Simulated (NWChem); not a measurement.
Species: trimethylamine (C3H9N); SMILES CN(C)C

Results from NWChem. Pople sets run with spherical d functions. Geometry: optimised at PBE0/def2-SVP. Computed dipoles belong to the equilibrium geometry; the measured one is vibrationally averaged.

Measured dipole moment: 0.61 D (NIST CCCBDB, as tabulated in the package chemicals).

| level | dipole moment (D) | computed − measured |
|---|---|---|
| B3LYP/STO-3G | 0.80 | +0.19 |
| B3LYP/3-21G | 0.57 | -0.04 |
| B3LYP/6-31G* | 0.45 | -0.16 |
| B3LYP/6-31+G* | 0.46 | -0.15 |
| B3LYP/def2-SVP | 0.37 | -0.24 |
| B3LYP/def2-SVPD | 0.44 | -0.17 |
| B3LYP/def2-TZVP | 0.38 | -0.23 |
| B3LYP/6-311++G** | 0.44 | -0.17 |
